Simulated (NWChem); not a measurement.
nitrogen (N2); SMILES N#N

Computed with NWChem. Each level has its own optimisation. Entropies are gas-phase, rigid-rotor, harmonic values for NWChem's default masses at 298.15 K and 1 bar, so the errors hold that model's part too (torsions, anharmonicity).

Measured entropy at 1 bar: 45.8 cal/(mol K) (CRC Handbook, as tabulated in the package chemicals).

| level | entropy at 1 bar (cal/(mol K)) | computed − measured |
|---|---|---|
| PBE0/cc-pVDZ | 45.8 | 0.0 |
| PBE0/aug-cc-pVDZ | 45.8 | 0.0 |
| PBE0/cc-pVTZ | 45.7 | -0.1 |
| PBE0/aug-cc-pVTZ | 45.7 | -0.1 |
